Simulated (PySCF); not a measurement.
Species: C₆H₉ (doublet state).
Geometry (GFN2-xTB, Å), atoms numbered from 1 in this order:
```
atom  x, y, z in Å
C1     3.0928    0.9734    0.0795
C2     1.9719    0.3165   -0.2937
C3     0.9620   -0.2774   -0.6425
C4    -0.2363   -0.9860   -1.0250
C5    -1.3627   -0.8145    0.0028
C6    -1.8525    0.6264    0.0648
H7     3.8639    1.1963   -0.6356
H8     3.2331    1.2837    1.0992
H9     0.0029   -2.0519   -1.1289
H10   -0.5709   -0.6267   -2.0051
H11   -2.1903   -1.4744   -0.2684
H12   -0.9973   -1.1177    0.9864
H13   -1.0303    1.2917    0.3208
H14   -2.2578    0.9360   -0.8970
H15   -2.6329    0.7328    0.8151
```

The hyperfine couplings belong to this conformer and change with its torsions.

Identity: `[CH2]C#CCCC` [radical].

Computed with PySCF 2.14.0, UKS B3LYP, pcH-1 on C H, non-relativistic, mean-field spin-orbit, GIAO. One conformer (not necessarily the lowest) at the GFN2-xTB geometry, without solvent, vibrations or thermal averaging. Couplings are sensitive to structure, and on GFN2-xTB geometries they can be far from those on DFT ones. Stability of the SCF solution: not tested.

Problem. Match the computed a_iso(13C) values -64.1, +62.5, +45.1, -19.2, +6.1 MHz with the sites C1; C2; C3; C4; C5.

Solution. 
| site | a_iso (MHz) | ρ(0) (bohr⁻³) | position | distance from C1 (Å) | spin population | largest \|T\| (MHz) |
| --- | --- | --- | --- | --- | --- | --- |
| C1 | +62.5 | +0.0556 | largest spin population | 0.00 | +0.79 | 118.8 |
| C2 | -64.1 | -0.0570 | 1 bond from C3 | 1.35 | -0.26 | 21.7 |
| C3 | +45.1 | +0.0401 | a main spin site | 2.57 | +0.53 | 81.1 |
| C4 | -19.2 | -0.0170 | 1 bond from C3 | 4.02 | -0.05 | 1.2 |
| C5 | +6.1 | +0.0054 | 2 bonds from C3 | 4.80 | +0.01 | 1.6 |

ρ(0) is the spin density at the nucleus and T the dipolar tensor; entries for several nuclei are means. Largest spin populations (Mulliken): C1 (+0.79), C3 (+0.53) and C2 (-0.26). The positive populations add up to 1.37 and the negative ones to -0.37, together 2S = 1. The angles at C1 add up to 360.0°, so it is planar; its axial dipolar tensor and the negative couplings of its protons fit spin in a p orbital normal to that plane. Main spin sites, with 60 % or more of the largest population: C1, C3; positions count bonds from the nearest.

β density exceeds α density at some nuclei, such as C2 (-0.0570), C4 (-0.0170) and H7 (-0.0116), spin density in bohr⁻³. In a single determinant that takes different orbitals for the two spins, that is spin polarisation.

Class means assume fast exchange of nuclei equivalent by connectivity; if that motion is slow, each nucleus keeps its own coupling. H7 and H8 aren't averaged: C1 is flat or nearly so (angle sum 360°), and its turn about the short C1–C2 bond (1.35 Å) is taken as slow. The 1H value of +59.2 MHz is a mean of couplings from 39.2 to 79.3 MHz in this one geometry, not an average over conformers.
